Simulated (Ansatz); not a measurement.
# AlH5SSi: ionisation energy by level of theory

An exercise on one series of results from a longer session: the logs are not shown, and one member is left open.

The runs use Ansatz 0.2.0, Gaussian basis; unrestricted cation, the program's frozen cores in correlated methods.

Levels to be run: UKS PBE-D4/def2-TZVPP; UKS r2SCAN-D4/def2-TZVPP; UKS PBE0-D4/def2-TZVPP; UKS B3LYP-D4/def2-TZVPP; UKS wB97X-V/def2-TZVPP; UKS wB97M-V/def2-TZVPP; UKS B2PLYP/def2-TZVPP; UHF-MP2/def2-TZVPP; UHF-MP2/def2-QZVPP; then −ε(HOMO) from the neutral's earlier runs with LDA (SPW92), PBE-D4, revPBE-D4, BLYP-D4, r2SCAN-D4, B97M-V, PBE0-D4, B3LYP-D4, r2SCANh-D4, r2SCAN0-D4, HSE06-D4, BHLYP-D4, CAM-B3LYP-D4, LC-ωPBE, ωB97X-V, ωB97M-V.

1 further run of the same task is left out (it didn't finish).

### The geometry

All runs share one geometry, relaxed beforehand with PBE0-D4 in a triple-zeta def2 set.

SMILES `[SiH3][AlH][SH]`, 8 atoms, charge 0, spin multiplicity 1.

Atoms are counted from 1 here; the program's logs count them from 0.

Bond lengths: Si1–Al2 2.447 Å, Si1–H4 1.489 Å, Si1–H5 1.491 Å, Si1–H6 1.491 Å, Al2–S3 2.185 Å, Al2–H7 1.585 Å, S3–H8 1.344 Å. Angles: Al2–Si1–H4 111.9°, Al2–Si1–H5 110.7°, Al2–Si1–H6 110.9°, H4–Si1–H5 108.0°, H4–Si1–H6 108.0°, H5–Si1–H6 107.2°, Si1–Al2–S3 116.7°, Si1–Al2–H7 125.6°, S3–Al2–H7 117.7°, Al2–S3–H8 94.3°.

The first run:

The input, in.yaml:

```yaml
crystal:
  periodic: [false, false, false]
  atoms:
    - {symbol: Si, position_ang: [-0.986498, 1.184784, -0.127749]}
    - {symbol: Al, position_ang: [0.860799, -0.418721, -0.063015]}
    - {symbol: S, position_ang: [0.374700, -2.449101, 0.581674]}
    - {symbol: H, position_ang: [-2.261088, 0.583826, 0.353021]}
    - {symbol: H, position_ang: [-1.206670, 1.678588, -1.517446]}
    - {symbol: H, position_ang: [-0.688524, 2.373842, 0.721001]}
    - {symbol: H, position_ang: [2.366153, -0.108521, -0.450278]}
    - {symbol: H, position_ang: [1.633230, -2.901697, 0.446892]}
basis:
  gaussian: {orbitals: def2-TZVPP}
total_charge: 1
magnetization: {spin_polarized: true, initial_magnetization: 1}
hamiltonian: {xc: pbe, dispersion: d4}
```

On the command line:

```console
$ ansatz run in.yaml --threads 2 --pin off --events-out ev --progress --plain --max-ram 4352MiB
```

Among the steps run: Cation, UKS PBE-D4/def2-TZVPP; Cation, UKS r2SCAN-D4/def2-TZVPP; Cation, UKS PBE0-D4/def2-TZVPP; Cation, UKS B3LYP-D4/def2-TZVPP; Cation, UKS wB97X-V/def2-TZVPP; Cation, UKS wB97M-V/def2-TZVPP; Cation, UKS B2PLYP (frozen core)/def2-TZVPP; Cation, UHF-MP2/def2-TZVPP; Cation, UHF-MP2/def2-QZVPP.

One of the session's tables, all rows but one given; the rest of the session is left out.

Orbital estimates, from the neutral's runs:

```
  functional  −ε(HOMO) (eV)
 LDA (SPW92)           6.79
      PBE-D4           6.72
   revPBE-D4           6.67
     BLYP-D4           6.53
   r2SCAN-D4           6.97
      B97M-V           7.03
     PBE0-D4              ?
    B3LYP-D4           7.61
  r2SCANh-D4           7.37
  r2SCAN0-D4           7.97
    HSE06-D4           7.42
    BHLYP-D4           8.79
CAM-B3LYP-D4           9.07
     LC-ωPBE          10.40
     ωB97X-V          10.07
     ωB97M-V           9.80
```

**Question.** Estimate the row for PBE0-D4.

As computed: −ε(HOMO) (eV): 7.81. In the column «−ε(HOMO) (eV)» it lies between B3LYP-D4 (7.61) and r2SCAN0-D4 (7.97).
